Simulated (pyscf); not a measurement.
Elementary routes open to H₂N–BH–Cl (SMILES NBCl) + H₂ (SMILES [H][H]) in the gas phase (singlet surface):
A. H₂B–Cl (SMILES BCl) + NH₃ (SMILES N) (B–N, H–H broken; B–H, H–N formed)
B. H₂B–NH₂ (SMILES BN) + HCl (SMILES Cl) (B–Cl, H–H broken; B–H, Cl–H formed)

PySCF, gas phase, ωB97X-D3(BJ)/def2-SVP geometries.

Task: Rank the routes by free-energy barrier at 1200 K, lowest first, for ωB97M-D3(BJ)/def2-TZVP energies (ideal gas, 1 atm, RRHO with modes under 100 cm⁻¹ raised to 100, one conformer, R ln 2 for chiral ones without a mode under 150 cm⁻¹).

Result: B (78.6 kcal/mol), A (79.3 kcal/mol)

Route B is the fastest of these, ahead of the next by 0.8 kcal/mol. The most stable products are those of B (ΔG = +15.8 kcal/mol), so kinetics and thermodynamics agree. At 298 K A takes the lead. A: On the product side the descent ends in an adduct with a B–N contact, 30.5 kcal/mol under the separated species and 43.3 kcal/mol under the saddle at ωB97X-D3(BJ)/def2-TZVP. Only these routes are compared; each barrier is that of the saddle found, and lower ones may exist.
